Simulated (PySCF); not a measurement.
fluoromethane cation (CH3F), SMILES CF (connectivity only; charge and spin as stated), charge +1, multiplicity 2.

Coordinates come from a B3LYP-D3(BJ)/def2-TZVP optimisation. The spin state was assumed, not searched.

The numbers are results of TDA-PBE/def2-TZVPD run with PySCF, not measurements.

Vertical excitations. Gas-phase values at a fixed geometry.

Task: List the lowest excited states. (Estimate from the structure and the level; the computed values follow.)

Result: 
```
state    energy (eV)  λ (nm)      f                                                    main pairs
-------  -----------  ------  -----  ------------------------------------------------------------
root 1          1.96     632  0.001                                             β HOMO→LUMO 100 %
root 2          5.86     212  0.000                                           β HOMO−2→LUMO 100 %
root 3          6.36     195  0.087                                            β HOMO−1→LUMO 93 %
root 4          6.70     185  0.005                                            β HOMO−3→LUMO 99 %
root 5         10.15     122  0.026                                              α HOMO→LUMO 96 %
root 6         10.52     118  0.020                        α HOMO→LUMO+2 82 %, β HOMO−4→LUMO 15 %
root 7         10.62     117  0.020    α HOMO→LUMO+1 36 %, α HOMO−1→LUMO 10 %, β HOMO→LUMO+1 49 %
root 8         10.79     115  0.011     α HOMO−1→LUMO 51 %, α HOMO→LUMO+1 37 %, β HOMO→LUMO+1 6 %
root 9         10.86     114  0.003  α HOMO−1→LUMO+1 47 %, α HOMO→LUMO+2 14 %, β HOMO−4→LUMO 33 %
root 10        11.06     112  0.005  α HOMO−1→LUMO+2 46 %, α HOMO−1→LUMO 11 %, β HOMO→LUMO+2 39 %
```
Unrestricted roots are not spin-pure.
